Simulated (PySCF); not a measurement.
Ligands exchanged one at a time, Si C2H5-H. All species are isolated molecules in the gas phase. One relaxed conformer stands for each flexible species; it need not be the lowest. Strings in code marks are SMILES.

Level of theory: B3LYP-D3(BJ)/def2-TZVP // B3LYP-D3(BJ)/def2-SVP run with PySCF 2.14.0. All candidates: neutral, multiplicity 1. B3LYP has the VWN-RPA correlation part, as in Gaussian. Delta-SCF ions had no search for a lower state. 

- vertical ionisation energy (Delta-SCF): 12.44 eV
- HOMO: -9.65 eV
- LUMO: 0.83 eV

Task: Identify which member has these values.
(A) `CC[SiH2]CC` (C–C–Si–C torsion 180°, C–Si–C–C torsion 180°)
(B) `CC[SiH3]`
(C) `[SiH4]`
(D) `CC[SiH](CC)CC`

Result: C, `[SiH4]`. The others give `CC[SiH3]`: 10.65 eV, -8.30 eV, 0.42 eV; `CC[SiH](CC)CC`: 9.55 eV, -7.65 eV, 0.83 eV; `CC[SiH2]CC` (C–C–Si–C torsion 180°, C–Si–C–C torsion 180°): 9.86 eV, -7.84 eV, 0.59 eV
